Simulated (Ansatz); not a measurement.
**Property card for TiN**

All numbers below come from DFT r2SCAN, scalar-relativistic, plane waves, PAW in Ansatz.

Settings: cutoff 500 eV, Γ-centred mesh 18×18×18 on the computed 2-atom cell, Gaussian smearing of 0.10 eV; no spin polarisation.

The structure is relaxed at this level of theory with its symmetry kept.

```
CELL_PARAMETERS angstrom
0.00000 2.11625 2.11625
2.11625 0.00000 2.11625
2.11625 2.11625 0.00000
ATOMIC_POSITIONS crystal
Ti 0.00000 0.00000 0.00000
N 0.50000 0.50000 0.50000
```

| Quantity | Value |
| --- | --- |
| Space group | Fm-3m (No. 225) |
| Volume per atom | 9.48 Å³ |
| Formation energy from the elements' standard states (uncorrected) | -1.951 eV/atom |
| Generalised Kohn–Sham band gap | none (metal) |
| Density of states at the Fermi level | 0.82 states/eV per cell |
| Löwdin character within 0.5 eV of the Fermi level | Ti 3d 85 %, N 2p 12 % |
| Bulk modulus | 296 GPa |
| Its pressure derivative | 4.2 |
| Bader charges (e) | Ti (1 in the cell) 1.83, N (1 in the cell) -1.83 |

Spin polarisation was left out, and a magnetic state may lie lower.

A ferromagnetic start lost its moments in a first run, so spin was left out; other magnetic orders weren't tried.

Cost: 6 runs of about 1.3 core-minutes in all, on Arm Neoverse V2 (shared hosts).